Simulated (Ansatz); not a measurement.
Atomization energy of Si₂H₆, singlet, from cheap to dear

Geometry (MP2(full)/6-31G*, from the G2/97 set):

```yaml
atoms:
  - { symbol: Si, position_ang: [0.0000, 0.0000, 1.1677] }
  - { symbol: Si, position_ang: [0.0000, 0.0000, -1.1677] }
  - { symbol: H, position_ang: [0.0000, 1.3933, 1.6860] }
  - { symbol: H, position_ang: [-1.2066, -0.6966, 1.6860] }
  - { symbol: H, position_ang: [1.2066, -0.6966, 1.6860] }
  - { symbol: H, position_ang: [0.0000, -1.3933, -1.6860] }
  - { symbol: H, position_ang: [-1.2066, 0.6966, -1.6860] }
  - { symbol: H, position_ang: [1.2066, 0.6966, -1.6860] }
```

Measured, as an electronic atomization energy: 2218.9 kJ/mol (G2/97 heats of formation of molecule and atoms, with zero-point and thermal terms from B3LYP taken off; Curtiss et al., J. Chem. Phys. 106, 1063 (1997), Staroverov et al., J. Chem. Phys. 119, 12129 (2003)). The measured value holds scalar relativity and spin–orbit coupling, which all computed ones lack, and core correlation, which the wave-function levels lack. Atoms are taken at the same level; beside RHF, RMP2 and RCC rows they are unrestricted. The atoms' steps beyond CCSDT(Q) are taken from restricted open-shell runs, which share full CI's core. Ansatz 0.2.0; the 6-31G* set has Cartesian d functions; a miss is computed less measured; times are wall times on shared hosts and scatter by a factor of two or so.

```
    level        basis  miss (kJ/mol)     time of the run              hardware
 RCCSD(T)       STO-3G          562.9              0.18 s          1 CPU thread
     CISD       STO-3G          539.1              0.21 s          1 CPU thread
  BCCD(T)       STO-3G          562.9              0.21 s          1 CPU thread
  BCCD(T)        6-31G         -443.1              0.42 s          1 CPU thread
    B3LYP       STO-3G          922.6              0.45 s          1 CPU thread
 RCCSD(T)       6-31G*         -261.6              0.48 s          1 CPU thread
RCCSDT(Q)       STO-3G          564.0               0.7 s          1 CPU thread
     CISD        6-31G         -478.1              0.75 s          1 CPU thread
     PBE0        6-31G         -179.5              0.79 s          1 CPU thread
      RHF  cc-pV(D+d)Z         -499.2              0.81 s          1 CPU thread
   r2SCAN       STO-3G          925.2              0.81 s          1 CPU thread
    B3LYP        6-31G         -158.4              0.82 s          1 CPU thread
   r2SCAN        6-31G         -130.7               1.2 s          1 CPU thread
 PBE-QIDH       6-31G*         -110.7               1.2 s          1 CPU thread
 RCCSD(T)  cc-pV(D+d)Z         -132.1               1.3 s          1 CPU thread
  RPA-PBE       6-31G*         -270.1               1.3 s          1 CPU thread
   B2PLYP       6-31G*          -96.7               1.4 s          1 CPU thread
    B3LYP  cc-pV(D+d)Z          -22.9               1.5 s          1 CPU thread
 PBE-QIDH  cc-pV(D+d)Z          -68.1                 2 s          1 CPU thread
  wB97M-V       STO-3G          993.8                 2 s          1 CPU thread
RCCSDT(Q)        6-31G         -441.6               2.5 s          1 CPU thread
     BLYP  cc-pV(T+d)Z          -38.5               3.1 s  H100 + 2 CPU threads
  wB97X-V  cc-pV(T+d)Z           44.0               4.5 s  H100 + 2 CPU threads
     CISD  cc-pV(D+d)Z         -208.0               4.7 s          1 CPU thread
    B3LYP  cc-pV(T+d)Z            3.0               4.8 s  H100 + 2 CPU threads
 PBE-QIDH  cc-pV(T+d)Z          -19.8               5.5 s  H100 + 2 CPU threads
CAM-B3LYP  cc-pV(T+d)Z           17.2                 6 s  H100 + 2 CPU threads
  RCCSDTQ       STO-3G          564.0                 6 s          1 CPU thread
    SPW92  cc-pV(T+d)Z          207.4               6.5 s  H100 + 2 CPU threads
  r2SCANh  cc-pV(T+d)Z            8.1               6.5 s  H100 + 2 CPU threads
  RPA-PBE  cc-pV(Q+d)Z          -63.2                 7 s  H100 + 2 CPU threads
  BCCD(T)  cc-pV(T+d)Z          -29.0               7.5 s  H100 + 2 CPU threads
 PBE-QIDH  cc-pV(Q+d)Z           -4.2               7.5 s  H100 + 2 CPU threads
 RCCSD(T)  cc-pV(Q+d)Z            6.6               7.5 s  H100 + 2 CPU threads
  r2SCANh  cc-pV(Q+d)Z           13.4               8.5 s  H100 + 2 CPU threads
  wB97M-V  cc-pV(Q+d)Z           15.0               8.5 s  H100 + 2 CPU threads
RCCSDT(Q)       6-31G*         -259.9               8.5 s          1 CPU thread
   B2PLYP  cc-pV(Q+d)Z            1.2               9.5 s  H100 + 2 CPU threads
 RCCSD(T)  cc-pV(T+d)Z          -29.5  12 s (with forces)  H100 + 2 CPU threads
  full CI       STO-3G          564.0                13 s          1 CPU thread
```

HF's time is that of a plain UHF run.

The smallest set from which on each level stays within 1 kcal/mol of its own cc-pV(Q+d)Z value: RHF none (cc-pV(T+d)Z is 1.5 kcal/mol off); PBE cc-pV(T+d)Z; r2SCAN none (cc-pV(T+d)Z is 1.2 kcal/mol off); B3LYP cc-pV(T+d)Z; wB97M-V 6-31G*; B2PLYP none (cc-pV(T+d)Z is 3.3 kcal/mol off); RMP2 none (cc-pV(T+d)Z is 8.7 kcal/mol off); RCCSD(T) none (cc-pV(T+d)Z is 8.6 kcal/mol off).
